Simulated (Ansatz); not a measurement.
# CHOSi+: a short trajectory

The task is to watch the atoms for 30 steps of 1.0 fs, started with velocities for 100 K and run with a Langevin thermostat.

Method: revPBE-D4/def2-SVP; program: Ansatz 0.2.0, Gaussian basis.

1 further run of the same task is left out (it didn't finish).

## Step 1: Starting geometry

SMILES `O=C=[SiH+]`, 4 atoms, charge 1, spin multiplicity 1.

Atoms are counted from 1 here; the program's logs count them from 0.

Bond lengths: O1–C2 1.121 Å, C2–Si3 1.920 Å, Si3–H4 1.472 Å. Angles: O1–C2–Si3 152.3°, C2–Si3–H4 97.9°.

Coordinates:

```
O    -0.6053    0.0116    1.8124
C    -0.2864   -0.0727    0.7407
Si    0.5801    0.6028   -0.8340
H     0.3116   -0.5417   -1.7192
```

## Step 2: The run

md/in.yaml

```yaml
crystal:
  periodic: [false, false, false]
  atoms:
    - {symbol: O, position_ang: [-0.605340, 0.011580, 1.812450]}
    - {symbol: C, position_ang: [-0.286430, -0.072750, 0.740690]}
    - {symbol: Si, position_ang: [0.580130, 0.602830, -0.833970]}
    - {symbol: H, position_ang: [0.311630, -0.541660, -1.719170]}
basis:
  gaussian: {orbitals: def2-SVP}
total_charge: 1
hamiltonian: {xc: {name: revPBE}, dispersion: d4}
md: {n_steps: 30, timestep: 1.0, temperature: 100, ensemble: nvt_langevin, seed: 114, friction: 0.002, initial_velocities: maxwell_boltzmann}
```

Command:

```sh
ansatz run in.yaml --threads 2 --pin off --events-out ev --progress --plain --max-ram 3481MiB
```

Before running it: what results should come out? Wanted: temperature at the start; mean temperature, second half; lowest and highest potential energy, from the first frame; largest change of potential + kinetic.

The runs gave:

| quantity | value |
| --- | --- |
| length | 30 steps, 30.0 fs |
| temperature at the start | 75 K |
| mean temperature, second half | 299 K |
| lowest and highest potential energy, from the first frame | -148 and 6 meV |
| largest change of potential + kinetic | 14.0 meV |

**Reading.** The thermostat trades energy with the molecule, so the sum of potential and kinetic energy isn't conserved: it changes by +1 meV over the run. The mean temperature of the second half is still well above the 100 K set. The instant temperature ranges from 61 to 359 K, as energy passes between motion and strain. No bond breaks or forms, judged by distance. Under Langevin the temperature counts 3N degrees of freedom, more than the drawn velocities fill, so it starts at 75 K, not 100 K.
